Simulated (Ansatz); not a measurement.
Reaction (SMILES): N#N (N2) → 2 N atom
B3LYP-D3(BJ)/def2-TZVP geometries, fixed; electronic energies without zero-point terms.
Largest species:
```xyz
2

N      0.0000     0.0000    -0.5454
N      0.0000     0.0000     0.5454
```
Charge 0, spin multiplicity 1.

The atomisation energy at CCSD(T) with Ansatz (a program for electronic structure), in kcal/mol, split into its Hartree-Fock and correlation parts. Cores are frozen. Open shells are unrestricted. No added dispersion term, no relativity. Functions are those of the species that has most.

```csv
basis,X,functions,Hartree-Fock,CCSD(T)
aug-cc-pVDZ,2,46,109.82,200.11
aug-cc-pVTZ,3,92,115.19,217.46
aug-cc-pVQZ,4,160,116.19,223.38
aug-cc-pV5Z,5,254,116.26,225.19
```

Worked estimate of the basis-set limit from each neighbouring pair, with Hartree-Fock from the larger set and the correlation part extrapolated as X^-3.
Correlation parts: X = 2: 90.29, X = 3: 102.27, X = 4: 107.19, X = 5: 108.93.
- (2,3): (27·(102.27) - 8·(90.29))/19 = 107.31; with Hartree-Fock 115.19 the estimate is 222.50 kcal/mol.
- (3,4): (64·(107.19) - 27·(102.27))/37 = 110.78; with Hartree-Fock 116.19 the estimate is 226.97 kcal/mol.
- (4,5): (125·(108.93) - 64·(107.19))/61 = 110.76; with Hartree-Fock 116.26 the estimate is 227.02 kcal/mol.
The last two estimates differ by 0.05 kcal/mol; the largest set lies 1.83 from the last. Over the last step Hartree-Fock moves by 0.07 and the correlation part by 1.74.
